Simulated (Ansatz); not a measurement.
# CH5NSi: the cost of one run

Program: the Python package of Ansatz 0.2.0. Level of theory: PBE0/6-31G*. These are calculated values, not measurements.

## (1) The structure

Bond lengths: N1–C2 1.245 Å, C2–Si3 1.846 Å, N1–H4 1.060 Å, C2–H5 1.114 Å, Si3–H6 1.496 Å, Si3–H7 1.545 Å, Si3–H8 1.470 Å. Angles: N1–C2–Si3 119.5°, N1–C2–H5 122.8°, Si3–C2–H5 117.7°, C2–N1–H4 106.2°, C2–Si3–H6 113.3°, C2–Si3–H7 110.0°, C2–Si3–H8 114.4°, H6–Si3–H7 104.7°, H6–Si3–H8 110.0°, H7–Si3–H8 103.6°.

The script holds or builds the structure itself.

## (2) The code

run_neb.py reads:

```python
"""Path and barrier for turning a threefold group of CH5NSi."""

import ansatz
import numpy as np

geometry = (
    ansatz.Crystal.molecule()
    .atom("N", (-1.5564, 0.1819, -0.6952))
    .atom("C", (-0.3276, 0.3672, -0.6234))
    .atom("Si", (0.6326, -0.4215, 0.7423))
    .atom("H", (-1.8919, 0.7438, -1.5289))
    .atom("H", (0.2377, 0.9591, -1.3786))
    .atom("H", (0.2573, 0.0868, 2.0985))
    .atom("H", (2.133, -0.0831, 0.5986))
    .atom("H", (0.6075, -1.8913, 0.7309))
)

calculation = geometry.calculation()
calculation = calculation.basis(gaussian="6-31G*")
calculation = calculation.functional("pbe0")
symbols = [site.symbol for site in geometry.cartesian_sites]
start = np.array([site.position_ang for site in geometry.cartesian_sites], dtype=float)
report = calculation.relax(force_tolerance=0.005, max_steps=100).run().report
end = np.array(report["positions_ang"])

# the end point is the same minimum with the three like atoms permuted
first, second, third = [5, 6, 7]
turned = end.copy()
turned[[first, second, third]] = end[[second, third, first]]
listed = lambda xyz: [{"symbol": s, "position_ang": p.tolist()} for s, p in zip(symbols, xyz)]
deck = calculation.input().to_dict()
deck["crystal"]["atoms"] = listed(end)
deck["neb"] = {"final_atoms": listed(turned), "images": 5, "initial_path": "idpp", "f_tol": 0.03, "max_iterations": 40}
rounds = []
band = ansatz.Session.from_dict(deck).plan().execute(on_event=lambda e: rounds.append(e["data"]) if e["event"] == "neb_iteration" else None)
for each in rounds:
    print(f"round {each['iteration']:2d}  largest band force {each['band_force_max_ev_ang']:.4f} eV/A")
images = rounds[-1]["images"]
for image in images:
    print(f"s = {image['path_coordinate_ang']:6.3f} A   {96.485332 * (image['lagrangian_ev'] - images[0]['lagrangian_ev']):8.3f} kJ/mol")
```

## (3) What the engine is handed

The package turns the script's settings into the engine's input (first run):

```yaml
crystal:
  periodic: [false, false, false]
  atoms:
    - { symbol: "N", position_ang: [-1.5564, 0.1819, -0.6952] }
    - { symbol: C, position_ang: [-0.3276, 0.3672, -0.6234] }
    - { symbol: Si, position_ang: [0.6326, -0.4215, 0.7423] }
    - { symbol: H, position_ang: [-1.8919, 0.7438, -1.5289] }
    - { symbol: H, position_ang: [0.2377, 0.9591, -1.3786] }
    - { symbol: H, position_ang: [0.2573, 0.0868, 2.0985] }
    - { symbol: H, position_ang: [2.133, -0.0831, 0.5986] }
    - { symbol: H, position_ang: [0.6075, -1.8913, 0.7309] }
basis:
  gaussian:
    orbitals: "6-31G*"
hamiltonian:
  xc: pbe0
relax:
  f_tol: 0.005
  max_steps: 100
```

## (4) Running it

The run is started by

```console
$ python run_neb.py
```

What time and memory should one allow on 1 thread of Arm Neoverse V1, shared host?

About 3.1 min, with a peak of 0.2 GiB.
